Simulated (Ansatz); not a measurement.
C3H4ClF, SMILES F/C=C/CCl, a rigid torsion scan

With Ansatz's Python interface.

Run as a notebook:

```python
import ansatz as az
from ase import Atoms
```

```python
SETTINGS = {
    "basis_set": "cc-pVDZ",
    "xc": "pbe",
    "force_tol": 0.02,
}

atoms = Atoms(["F", "C", "C", "C", "Cl", "H", "H", "H", "H"], positions=[
    (2.5853, 0.1041, -0.1265),
    (1.3306, 0.1598, 0.3549),
    (0.2851, -0.1693, -0.4045),
    (-1.1292, -0.1428, 0.0648),
    (-2.0582, 1.0191, -0.9027),
    (1.3201, 0.4929, 1.3829),
    (0.467, -0.4868, -1.4277),
    (-1.5873, -1.1287, -0.0562),
    (-1.2134, 0.1518, 1.1152),
])

# start the scan from a relaxed geometry
first = az.Crystal.molecule_from_ase(atoms).calculation()
first = first.basis(gaussian=SETTINGS["basis_set"])
first = first.functional(SETTINGS["xc"]).relax(force_tolerance=SETTINGS["force_tol"], max_steps=80)
atoms.positions = first.run().report["positions_ang"]
```

```python
start = atoms.get_dihedral(3, 2, 1, 0)
energies = {}
for turn in range(0, 360, 40):
    turned = atoms.copy()
    turned.set_dihedral(3, 2, 1, 0, start + turn, indices=[0, 1, 5])
    setup = (
        az.Crystal.molecule_from_ase(turned).calculation()
        .basis(gaussian=SETTINGS["basis_set"])
        .functional(SETTINGS["xc"])
    )
    energies[round((start + turn) % 360)] = setup.run().report["free_energy_ev"]
floor = min(energies.values())
print("dihedral C3-C2-C1-F0 (deg)   E - E(min) (eV)")
for angle, e in sorted(energies.items()):
    print(f"{angle:8d} {(e - floor):14.3f}  " + "#" * int(30 * (e - floor) / max(max(energies.values()) - floor, 1e-9)))
```

    dihedral C3-C2-C1-F0 (deg)   E - E(min) (eV)
          19          0.167  #
          59          1.669  #################
          99          2.901  ##############################
         139          0.771  #######
         179          0.000
         219          0.770  #######
         259          2.877  #############################
         299          1.730  #################
         339          0.192  #

The lowest point is at 179° and the highest at 99°, 2.901 eV (279.9 kJ/mol) above it, with the rest of the molecule held.

The scan is rigid and the energies are electronic, in a modest basis. With rigid groups the curve can differ much from the relaxed path, the start wasn't checked as a minimum of this torsion, and equivalent turns needn't return to the same energy. Hardware and time: 35 s on 1 thread of Intel(R) Xeon(R) Processor @ 2.30GHz, on a shared host, peak memory 0.25 GiB.
